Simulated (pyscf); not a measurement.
Single points on ωB97X-D3(BJ)/def2-SVP structures (PySCF, gas phase).

**Question.** PBE/def2-TZVP puts the barrier of `[OH][SiH]([OH])[F]` + `[H][H]` → `[OH][SiH2][OH]` + `[FH]` (four-centre exchange; singlet surface; F–Si, H–H broken, H–Si, F–H formed) at 2.22 eV and the reaction energy at +1.47 eV, from the separated reactants. What do r²SCAN/def2-TZVP, PBE0-D3(BJ)/def2-TZVP, ωB97M-D3(BJ)/def2-TZVP give on the same structures?

**Answer.** r²SCAN: ΔE‡ = 2.42 eV, ΔE = +1.62 eV; PBE0-D3(BJ): ΔE‡ = 2.38 eV, ΔE = +1.46 eV; ωB97M-D3(BJ): ΔE‡ = 2.53 eV, ΔE = +1.53 eV. PBE's barrier lies under all of them, by 0.16 to 0.31 eV. Its reaction energy lies among theirs. At the saddle there is also a short H–Si contact that neither side keeps. The same reactants have a lower exit, to HO–SiH₂–F + H₂O (barrier +2.29 eV at ωB97M-D3(BJ)/def2-TZVP, against +2.53 eV here). One saddle was located; it need not be the lowest between these sides.
